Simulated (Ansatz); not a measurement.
# Be2Tl: from a trial structure to a relaxed crystal

Level of theory: DFT PBE, scalar-relativistic, plane waves, PAW (Ansatz). Cutoff 420 eV, Γ-centred k mesh, Gaussian smearing, no spin polarisation in the final step.

The start puts Be2Tl on the marcasite structure type (Pnnm, No. 58), with Tl in place of Fe, Be in place of S, at a guessed volume.

```
CELL_PARAMETERS angstrom
4.42924 0.00000 0.00000
0.00000 5.40586 0.00000
0.00000 0.00000 3.37470
ATOMIC_POSITIONS crystal
Be 0.20040 0.37870 0.00000
Be 0.79960 0.62130 0.00000
Be 0.70040 0.12130 0.50000
Be 0.29960 0.87870 0.50000
Tl 0.00000 0.00000 0.00000
Tl 0.50000 0.50000 0.50000
```

Cell and atoms relax at zero pressure; the relaxation can't lower the symmetry of the start. After a coarse first stage the cell is made exact in the group found at 0.06 Å.

Energies over the elements count from the elements' standard structures at the same level, with no empirical corrections.

Question: Describe the relaxed structure.

Answer: It ends in I4/mmm (No. 139). Conventional cell: a = 4.175 Å, c = 5.556 Å. Around Be lie 4 Tl at 2.51 Å, 2 Be at 2.78 Å and 4 Be at 2.95 Å; Tl has 8 Be at 2.51 Å.

Space group I4/mmm (No. 139). a = 4.175 Å, b = 4.175 Å, c = 5.556 Å, α = 90.00°, β = 90.00°, γ = 90.00°
```tsv
atom	site	symmetry	x	y	z
Be	4d	-4m2	0.0000	0.5000	0.2500
Tl	2a	4/mmm	0.0000	0.0000	0.0000
```

Question: What are its volume, energy, density and gap?

Answer: The volume per atom is 16.14 Å³ and the density is 7.63 g/cm³. The energy over the elements is 0.78 eV/atom and the gap on the 16×16×16 mesh is 0 eV (a metal).

The final run used a 16×16×16 mesh on its 3-atom cell and 0.10 eV smearing. The k mesh leaves about 4 meV/atom of noise in metals. Spin–orbit coupling is left out. Symmetry constrained the relaxation, so the result can be a saddle point.

Cost: 3 runs of about 2.1 core-minutes in all, on Arm Neoverse V2 (shared hosts).